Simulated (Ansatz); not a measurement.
# AlH₄+ (triplet): the correlation ladder, cc-pVDZ

Aim: climb from Hartree-Fock through coupled cluster and multireference methods for AlH₄+ (triplet) at one geometry and basis, and see what each rung misses.

Method: cc-pVDZ, core rule «outside noble gas», up to 5 orbitals frozen; program: Ansatz 0.2.0, Gaussian basis.

The runs, in order: UHF; CCSD(T) on ROHF; CCSD(T) on UHF; BCCD(T) on ROHF; CISD; CCSDT(Q) on ROHF; CCSDT(Q) on UHF; CASSCF and MRCISD+Q, 6 electrons in 8 orbitals; CASSCF and MRCISD+Q(relaxed), 6 electrons in 8 orbitals; CASSCF and NEVPT2, 6 electrons in 8 orbitals; Full CI.

9 further runs of the same task are left out: 3 for a known fault of the program, 1 that didn't finish, 5 set aside as unsound or not needed.

## (1) The geometry

The geometry is a PBE0/def2-TZVP stationary point (not a proven minimum).

5 atoms, charge 1, spin multiplicity 3.

Atoms are counted from 1 here; the program's logs count them from 0.

Bond lengths: Al1–H2 1.663 Å, Al1–H3 1.663 Å, Al1–H4 1.663 Å, Al1–H5 1.663 Å. Angles: H2–Al1–H3 135.7°, H2–Al1–H4 64.5°, H2–Al1–H5 135.7°, H3–Al1–H4 135.7°, H3–Al1–H5 64.5°, H4–Al1–H5 135.7°.

Geometry (Å):

```xyz
5
charge 1, multiplicity 3
Al    0.00000    0.00000    0.00000
H     0.62118    1.41043    0.62592
H    -0.62495   -1.40742    0.62894
H    -0.62989    1.40352   -0.63270
H     0.63367   -1.40653   -0.62215
```

## (2) UHF

File in.yaml:

```yaml
crystal:
  periodic: [false, false, false]
  atoms:
    - {symbol: Al, position_ang: [0.000000, 0.000000, 0.000000]}
    - {symbol: H, position_ang: [0.621180, 1.410429, 0.625916]}
    - {symbol: H, position_ang: [-0.624953, -1.407416, 0.628935]}
    - {symbol: H, position_ang: [-0.629895, 1.403521, -0.632699]}
    - {symbol: H, position_ang: [0.633669, -1.406534, -0.622152]}
basis:
  gaussian: {orbitals: cc-pVDZ}
total_charge: 1
magnetization: {spin_polarized: true, initial_magnetization: 2}
hamiltonian: {xc: hf}
output: {orbitals: {seedname: orbitals}}
```

Run with:

```bash
> ansatz run in.yaml --threads 1 --pin off --events-out ev --progress --plain --max-ram 2393MiB
```

The runs that follow: CCSD(T) on ROHF; CCSD(T) on UHF; BCCD(T) on ROHF; CISD; CCSDT(Q) on ROHF; CCSDT(Q) on UHF; CASSCF and MRCISD+Q, 6 electrons in 8 orbitals; CASSCF and MRCISD+Q(relaxed), 6 electrons in 8 orbitals; CASSCF and NEVPT2, 6 electrons in 8 orbitals; Full CI.

Q: Predict the results of all the runs planned. Wanted: FCI below the RHF energy; RMP2 from FCI; UMP2 from FCI; RCCSD from FCI; RCCSD(T) from FCI; UCCSD(T) from FCI; RCCSDT(Q) from FCI; UCCSDT(Q) from FCI; NEVPT2 valence from FCI.

**Answer**, as computed:

| quantity | value |
| --- | --- |
| FCI below the RHF energy | -2.8982 eV |
| RMP2 from FCI | +17.27 kcal/mol |
| UMP2 from FCI | +18.03 kcal/mol |
| RCCSD from FCI | +1.64 kcal/mol |
| RCCSD(T) from FCI | +0.49 kcal/mol |
| UCCSD(T) from FCI | +0.48 kcal/mol |
| RCCSDT(Q) from FCI | +0.01 kcal/mol |
| UCCSDT(Q) from FCI | +0.01 kcal/mol |
| NEVPT2 valence from FCI | +9.55 kcal/mol |
| MRCISD+Q valence from FCI | +0.26 kcal/mol |
| MRCISD+Q(relaxed) valence from FCI | -0.30 kcal/mol |
| levels within 1 kcal/mol (43 meV) | RCCSD(T), UCCSD(T), BCCD(T), RCCSDT, UCCSDT, RCCSDT(Q), UCCSDT(Q), MRCISD+Q valence, MRCISD+Q(relaxed) valence |
| T1 diagnostic | 0.027 |
| effectively unpaired electrons | 2.04 |

What this shows: RCCSD(T) misses by +0.49 kcal/mol, 0.7 % of the correlation energy. MRCISD+Q(relaxed) valence falls below full CI: the +Q correction isn't variational, and the cores differ from full CI's. One determinant dominates. Of the multireference levels listed MRCISD+Q valence comes nearest in total energy (+0.26 kcal/mol), which doesn't show that its space is the better one. These misses are within one basis, not against nature; the frozen cores of restricted and unrestricted runs differ, which can shift their rows.
